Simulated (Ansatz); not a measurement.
# SiH, quartet: the ladder up to UCCSDT(Q)

Geometry: that of the SiH⁻, triplet, kept fixed. The doublet lies 1.7 eV lower here.

```yaml
atoms:
  - { symbol: Si, position_ang: [0.0000, 0.0000, 0.0000] }
  - { symbol: H, position_ang: [0.0000, 0.0000, 1.5594] }
```

Basis aug-cc-pVTZ; Ansatz 0.2.0. Only valence electrons are correlated (noble-gas cores frozen), which leaves 5 electrons in 68 orbitals. R marks a restricted (for open shells ROHF) determinant, U an unrestricted one. Active spaces: valence = (5e, 5o) chosen from the atoms' valence shells.

Full CI isn't at hand for all of this; UCCSDT(Q) serves as the reference, and is uncertain by the last step of the cluster series or more. The frozen core follows each run's orbitals, which can shift R against U totals by a few meV.

* UHF ⟨S²⟩: 3.754
* T1 diagnostic (RCCSD): 0.0398
* largest doubles amplitude (RCCSD): 0.047
* T1 diagnostic (UCCSD): 0.0348

```json
{"level": "UHF", "E − E(RHF) (eV)": "-0.0375"}
{"level": "RMP2", "E − E(RHF) (eV)": "-1.7498"}
{"level": "UMP2", "E − E(RHF) (eV)": "-1.7574"}
{"level": "RCCSD", "E − E(RHF) (eV)": "-2.2603"}
{"level": "UCCSD", "E − E(RHF) (eV)": "-2.2638"}
{"level": "RCCSD(T)", "E − E(RHF) (eV)": "-2.3473"}
{"level": "UCCSD(T)", "E − E(RHF) (eV)": "-2.3497"}
```

**Question.** Estimate how far UCCSDT(Q) in aug-cc-pVTZ lies from RCCSD(T). The table doesn't fix it; the size of (T) and the diagnostics are the guide.

**Answer.** UCCSDT(Q) in aug-cc-pVTZ lies 1.08 mEh below RCCSD(T), which is 34 % of the (T) step (-3.20 mEh). T1 is raised, and the rest is a large part of (T).

The other levels:

| level | E − E(UCCSDT(Q)) (mEh) | share of correlation (%) | wall time |
| --- | --- | --- | --- |
| BCCD(T) | 1.07 | 98.78 | 2.1 s |
| RCCSDT | 0.17 | 99.80 | – |
| UCCSDT | 0.09 | 99.90 | – |
| RCCSDT(Q) | 0.09 | 99.89 | 31 s |
| CASSCF (valence space) | 68.93 | 21.08 | – |
| NEVPT2 (valence space) | 21.74 | 75.11 | 1.1 s |
| MRCISD (valence space) | 5.14 | 94.12 | – |
| MRCISD+Q (valence space) | 2.09 | 97.61 | 1.8 s |

The correlation energy at UCCSDT(Q), counted from RHF, is -2.377 eV. That run took 29 s on 1 thread of Arm Neoverse V1, shared host.

Times hold each run's SCF and search for its determinant on a shared host, so for small cases they say little of a method's own cost; they ran on 1 thread of Arm Neoverse V1. Some runs computed forces too.

Natural occupations of CASSCF (valence space) about the gap: 1.970 1.002 1.000 1.000 0.028; effectively unpaired electrons, Σ n²(2−n)², 3.01.
